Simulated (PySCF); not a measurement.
O$_{3}$, singlet in STO-3G: errors against full CI

Geometry: MP2(full)/6-31G*, from the G2/97 set.

```csv
atom,x (Å),y (Å),z (Å)
O,0.0000,1.1038,-0.2285
O,0.0000,0.0000,0.4571
O,0.0000,-1.1038,-0.2285
```

Basis STO-3G; PySCF 2.14.0. Correlated methods freeze the noble-gas cores, which leaves 18 electrons in 12 orbitals. R marks a restricted (for open shells ROHF) determinant, U an unrestricted one.

Full CI is exact within this basis and frozen core; it isn't the basis-set limit. The frozen core follows each run's orbitals, which can shift R against U totals by a few meV.

Unrestricted rows (U) aren't spin-pure: their determinants' ⟨S²⟩ exceeds S(S+1) by up to 0.97, so they mix in states of higher spin.

```
UHF ⟨S²⟩                          : 0.967
T1 diagnostic (RCCSD)             : 0.0305
largest doubles amplitude (RCCSD) : 0.375
```

Q: From what is known of these methods and the diagnostics, rank them by the size of their error in total energy against full CI in STO-3G, smallest first (an estimate: the text doesn't fix the numbers).
A. RMP2
B. UMP2
C. UCCSDT
D. RHF
E. UCCSD(T)

A: C (1.65 kcal/mol), E (5.03 kcal/mol), A (24.44 kcal/mol), B (36.07 kcal/mol), D (172.43 kcal/mol).

All errors are against full CI in STO-3G. Within each family the higher level lies nearer, as is usual though not guaranteed.

The full-CI state has the irrep A1 of C2v, in the program's axes.

Its occupations show that no single determinant describes this state well.

Natural occupations of full CI about the gap: 1.989 1.962 1.954 1.945 1.647 0.393 0.069 0.058; effectively unpaired electrons, Σ n²(2−n)², 0.79.

Atomization energy (electronic, same basis, no zero-point term; atoms at the same level, unrestricted beside the R rows where the molecule is a closed shell; the atoms' step beyond CCSDT comes from their full CI) at full CI: 397.1 kJ/mol. Errors of other levels:

```tsv
level	error (kJ/mol)
RHF	-721.4
UHF	-366.6
RMP2	-102.3
UMP2	-150.9
RCCSD	-69.9
UCCSD	-41.1
RCCSD(T)	-11.0
UCCSD(T)	-21.0
RCCSDT	-8.3
UCCSDT	-6.9
RCCSDT(Q)	-1.5
```

This basis is far from its limit, so the value isn't to be set against a measured one.
